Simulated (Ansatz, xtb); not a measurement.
A geometry optimisation of CH2BN+ with r2SCAN-D4/def2-SVP

The starting geometry of this gas-phase doublet has its atoms placed at random.

| atom | x (Å) | y (Å) | z (Å) |
| --- | --- | --- | --- |
| C | 1.2603 | 0.3933 | -0.3776 |
| B | -0.9146 | 1.4133 | -1.0912 |
| N | -0.8471 | 0.3288 | 0.7883 |
| H | 0.4517 | 0.4027 | 0.9117 |
| H | 0.7718 | 0.2133 | -1.1547 |

Problem. One run relaxed it with r2SCAN-D4/def2-SVP. What is a likely outcome?

Solution. It ends as `[B]=[N+]=C`. Distances that change by over a tenth: C1–H5 (0.94 → 1.10 Å), N3–H4 (1.31 → 2.06 Å). Contacts that close: C1–N3 (2.41 → 1.27 Å), C1–H4 (1.52 → 1.10 Å), B2–N3 (2.17 → 1.30 Å).

The energy falls by 12.08 eV over 23 steps:

```
step  E − E(last) (eV)
   1            12.080
   3             7.801
   6             5.473
   8             4.368
  11             2.223
  13             1.514
  16             1.105
  18             0.414
  21             0.000
  23             0.000
```

Final geometry (Å):

```xyz
5

C     0.6145    0.3038   -0.0647
B    -1.6030    1.4664   -0.6310
N    -0.4834    0.8795   -0.3451
H     0.8756    0.0798    0.9848
H     1.3184    0.0220   -0.8677
```

From the same start GFN2-xTB reaches the same bonding as this run.

From so rough a start the end depends on the optimiser's path, so another program may land elsewhere. No frequencies were run, so the end isn't proven a minimum. Open shells are spin-unrestricted. Run with Ansatz 0.2.0, 99 s on 1 thread of Arm Neoverse V2, with other jobs on the host.
